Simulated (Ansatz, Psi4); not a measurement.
**How methods differ on C2H8Si (dimethylsilane)**

C2H8Si: 11 atoms, total charge 0, spin state singlet. As SMILES, `C[SiH2]C`. The shape is that of a PBE0-D4/def2-TZVP optimisation. The run starts from this shape.

```tsv
atom	x (Å)	y (Å)	z (Å)
C	-1.0502	0.9672	-0.6612
Si	-0.3092	-0.6532	-0.0876
C	1.3466	-0.3923	0.7457
H	-2.0158	0.8069	-1.1461
H	-0.3917	1.4646	-1.3778
H	-1.2049	1.6449	0.1821
H	-0.1399	-1.5642	-1.2561
H	-1.2451	-1.3193	0.8633
H	2.0582	0.0752	0.0604
H	1.7726	-1.3420	1.0774
H	1.2448	0.2552	1.6203
```

Each level gives the adiabatic ionisation energy (to the doublet cation, no zero-point term) (eV). The values are calculated.

```json
{"level": "HF/STO-3G", "kind": "Hartree–Fock", "program": "Ansatz", "value (eV)": "7.96", "CPU time (all runs)": "7.5 s"}
{"level": "HF/3-21G", "kind": "Hartree–Fock", "program": "Ansatz", "value (eV)": "9.00", "CPU time (all runs)": "10 s"}
{"level": "HF/6-31G* (Cartesian functions)", "kind": "Hartree–Fock", "program": "Ansatz", "value (eV)": "8.96", "CPU time (all runs)": "19 s"}
{"level": "PBE0/def2-SVP", "kind": "global hybrid", "program": "Ansatz", "value (eV)": "10.06", "CPU time (all runs)": "2.3 min"}
{"level": "wB97X-D/def2-SVPD (density fitting)", "kind": "range-separated hybrid", "program": "Psi4", "value (eV)": "10.36", "CPU time (all runs)": "6.4 min"}
```

The values span 7.96 to 10.36 eV. Times are those of the runs behind each value, whatever else they computed, on shared processors of several kinds: orders of magnitude only.
